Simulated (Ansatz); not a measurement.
A structure relaxed at B3LYP/def2-TZVP in Ansatz, charge 0, doublet:

Cartesian coordinates in Å:
```
Na -0.2072 -0.5544 -0.8463
Na 2.8707 -0.1457 0.0207
Na -2.6635 0.7001 0.8256
```

Task: Give its formula and point group.

Result: the cluster Na₃. Point group C2v (tolerance 0.1 Å).

Task: Summarise the bond lengths by kind (pairs closer than 1.2 times the sum of covalent radii, bridged metal pairs left out).

Result: 2 × Na–Na 3.22 to 3.23 Å.

Another isomer (doublet) lies 0.04 eV lower at PBE0/def2-TZVP; other spin states weren't run for this one.
